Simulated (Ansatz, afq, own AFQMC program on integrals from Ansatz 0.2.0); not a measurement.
Two steps: Ansatz 0.2.0 writes the Fock matrix and Cholesky factors of the valence space, and afq projects on them the lowest state that overlaps trial and start.

```yaml
crystal:
  periodic: [false, false, false]
  atoms:
    - {symbol: Al, position_ang: [0.000000, 0.226364, 1.705906]}
    - {symbol: Ge, position_ang: [0.000000, 0.141710, -0.742430]}
    - {symbol: B, position_ang: [0.000000, -1.565634, 0.426603]}
    - {symbol: H, position_ang: [0.000000, 0.520464, 3.264233]}
basis:
  gaussian: {orbitals: cc-pVDZ}
magnetization: {spin_polarized: true, initial_magnetization: 3}
correlation: {method: ccsd_t, electrons: outside_noble_gas, hamiltonian_folder: ham}
```

```sh
$ ansatz run in.yaml --threads 1 --pin off --events-out ev --progress --plain --max-ram 1382MiB
```

Options of the walk:

```
--method phaseless --trial hf --walkers 120 --populations 1 --least-time 40 --time-step 0.005 --steps-per-block 20 --equilibration-blocks 112 --max-blocks 600 --target-error 0.0012000 --factor-cut 1e-05 --start spin_pure --seed 5437 --taylor-order 6
```

Times are imaginary, in 1/Eh. The walk had a cap of 2083 s. Filled inner d shells are frozen with the cores.

Output of the walk:

```
orbitals 44  electrons 7 4  factors 363 of 686
reference energy -2342.38200999 Eh
CCSD correlation -0.21521548 Eh in 14 cycles, weight of the determinant in the CISD state 0.8267
energy of the start -2342.382585 Eh
 block  time / (1/Eh)  mean weight  energy / Eh
     1     0.100  1.0008  -2342.409168
     2     0.200  1.0003  -2342.432142
     3     0.300  1.0010  -2342.454234
     4     0.400  1.0013  -2342.471782
     5     0.500  1.0013  -2342.485476
    10     1.000  0.9993  -2342.544122
    86     8.600  0.9984  -2342.611061
   171    17.100  0.9999  -2342.612190
   256    25.600  1.0008  -2342.600049
   341    34.100  0.9996  -2342.603474
   375    37.500  1.0000  -2342.581248
   426    42.600  0.9987  -2342.606249
   443    44.300  0.9989  -2342.638684
   511    51.100  0.9976  -2342.633870
   596    59.600  0.9992  -2342.607349
   681    68.100  0.9998  -2342.624192
   698    69.800  0.9994  -2342.596279
blocks merged  error / Eh  count
     1  0.000630  600
     2  0.000858  300
     4  0.001155  150
     8  0.001490  75
    16  0.001878  37
    32  0.001931  18
    64  0.001757  9
energy -2342.607591 +/- 0.001931 Eh
(rows thinned)
```

The run passed its tests (sampling time, drift between the halves within three errors, error under three times the target), which doesn't prove that it has relaxed.

Against this walk (error 52.5 meV) on the same determinant: CCSD(T) 30.8 meV lower (within the noise), CCSDT(Q) 113.8 meV lower, a separate phaseless walk with a CISD trial and standard settings 76.8 ± 54.8 meV lower (within the noise). The error is statistical and leaves out the bias of the constraint.

Cautions: constraint bias not in the error; error above the target (52.5 against 32.7 meV); no relativity below Rb; no spin-orbit coupling; inner d shell frozen; lower spins were not checked.

The walk took 3.9 min on 1 thread of Intel(R) Xeon(R) 6975P-C (Granite Rapids), on a shared host. The log's last line is the phaseless energy.

CCSDT and higher add their correlation energy to the determinant of the CCSD(T) run, since their own runs factorise the integrals more tightly (a shift of under 2 meV). A walk keeps the symmetry of its determinant, which the program's search chose and which needn't be the lowest solution, so a lower state of the same spin and another symmetry isn't excluded.
